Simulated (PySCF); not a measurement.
Species: FHO.
Structure used (PBE0-D3(BJ)/def2-TZVP), in Å, numbered top down from 1:
```
atom  x, y, z in Å
O1    -0.4564    0.1827   -0.1745
F2     0.1031   -0.7275    0.7403
H3     0.3595    0.5096   -0.5825
```

All values: wB97X-D/pcSseg-2 (PySCF, non-relativistic), on one gas-phase PBE0-D3(BJ)/def2-TZVP geometry that isn't relaxed in the solvent. The solvent is an IEF-PCM continuum (van der Waals radii × 1.2). Only the electrostatic response of the medium enters.

Gas phase at wB97X-D/pcSseg-2: HOMO -11.23 eV, LUMO 0.92 eV, dipole 1.98 D.

Task: What does the continuum do to the energy, the frontier levels and the dipole at wB97X-D/pcSseg-2 in chloroform?

Result: 
```tsv
solvent	ε	E(solvent) − E(gas) (kcal/mol)	polarisation term (kcal/mol)	distortion of the solute (kcal/mol)	HOMO (eV)	LUMO (eV)	dipole (D)
chloroform	4.711	-3.48	-3.83	0.35	-11.18	1.01	2.23
```

Polarisation term: ½ Σ q·V over the induced surface charges. Distortion: the rise of the solute's own energy as its density leaves the gas-phase optimum.

Task: Which radius a makes the point-dipole formula ΔE = −[(ε − 1)/(2ε + 1)]·μ²/a³ give the value in chloroform, with the gas-phase dipole?

Result: μ = 0.780 au and |ΔE| = 0.00554 Eh give a = 1.80 Å; the farthest nucleus lies 1.04 Å from the centroid of the nuclei. The formula assumes a rigid point dipole at the centre of a sphere.

Task: Give the dipole vector in the frame of the coordinates (D, pointing from negative to positive charge), gas and chloroform.

Result: Gas (1.26, 1.01, -1.16), solvent (1.40, 1.14, -1.31). Its length changes by +13 % and its direction by less than 1°.

Time: 1.1 s; peak memory 0.34 GiB. Hardware: one thread, Intel Xeon 6975P-C (x86_64), shared host with 192 logical CPUs at a one-minute load of 58. This is the whole shielding run at wB97X-D/pcSseg-2 in chloroform, SCF included.

Note: wB97X-D ran without an empirical dispersion term, which enters the total energy and its gradient alone.
